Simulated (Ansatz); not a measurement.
**Chromium, bcc: convergence with Methfessel-Paxton smearing**

Computed with Ansatz, LDA, scalar-relativistic PAW, on the relaxed cell (a = 2.788 Å; non-magnetic). Errors count from a run at 420 eV on a Γ-centred 26×26×26 mesh with Fermi-Dirac smearing of 0.05 eV, extrapolated to zero width. Fixed here: cutoff 420 eV, mesh 16×16×16.

```json
{"width (eV)": "0.01", "E(σ→0) error (meV/atom)": "-1.8", "F error (meV/atom)": "-1.7", "P (GPa)": "0.25", "SCF iterations": "16"}
{"width (eV)": "0.03", "E(σ→0) error (meV/atom)": "-1.7", "F error (meV/atom)": "-1.7", "P (GPa)": "0.27", "SCF iterations": "14"}
{"width (eV)": "0.1", "E(σ→0) error (meV/atom)": "-1.8", "F error (meV/atom)": "-2.0", "P (GPa)": "0.21", "SCF iterations": "13"}
{"width (eV)": "0.2", "E(σ→0) error (meV/atom)": "-2.5", "F error (meV/atom)": "-2.6", "P (GPa)": "0.19", "SCF iterations": "13"}
{"width (eV)": "0.3", "E(σ→0) error (meV/atom)": "-3.0", "F error (meV/atom)": "-2.2", "P (GPa)": "0.12", "SCF iterations": "13"}
{"width (eV)": "0.6", "E(σ→0) error (meV/atom)": "-0.8", "F error (meV/atom)": "6.5", "P (GPa)": "-0.28", "SCF iterations": "13"}
{"width (eV)": "1.0", "E(σ→0) error (meV/atom)": "9.3", "F error (meV/atom)": "44.5", "P (GPa)": "-1.95", "SCF iterations": "13"}
```
